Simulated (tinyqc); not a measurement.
Pariser-Parr-Pople SCF with singles CI, for the molecule C1=CC=C1 (SMILES; centres numbered as the heavy atoms are written), step by step. One step of it, computed by the program tinyqc.

Problem. PPP integrals. Mataga-Nishimoto: gamma = 14.399645/(R + a), a = 2 x 14.399645/(gamma_rr + gamma_ss); H_rr = -W_r - sum_(s != r) z_s gamma_rs; H_rs = beta for bonds.

Centres (angstrom, eV; a flat drawing with bonds scaled to 1.40 angstrom):
```
centre          x          y  core charge z          W   gamma_rr
1C       0.990000   0.000000              1  11.160000  11.130000
2C       0.000000   0.990000              1  11.160000  11.130000
3C      -0.990000   0.000000              1  11.160000  11.130000
4C       0.000000  -0.990000              1  11.160000  11.130000
```

Resonance integrals (eV):
```
i  j       beta
1  2  -2.390000
2  3  -2.390000
3  4  -2.390000
4  1  -2.390000
```

Give: repulsion gamma_rs; core matrix H.

Solution.

repulsion gamma_rs (eV), order 1C, 2C, 3C, 4C:
$$\begin{pmatrix}
11.1300 & 5.3454 & 4.3985 & 5.3454 \\
5.3454 & 11.1300 & 5.3454 & 4.3985 \\
4.3985 & 5.3454 & 11.1300 & 5.3454 \\
5.3454 & 4.3985 & 5.3454 & 11.1300
\end{pmatrix}$$

core matrix H (eV), order 1C, 2C, 3C, 4C:
$$\begin{pmatrix}
-26.2493 & -2.3900 & 0.0000 & -2.3900 \\
-2.3900 & -26.2493 & -2.3900 & 0.0000 \\
0.0000 & -2.3900 & -26.2493 & -2.3900 \\
-2.3900 & 0.0000 & -2.3900 & -26.2493
\end{pmatrix}$$
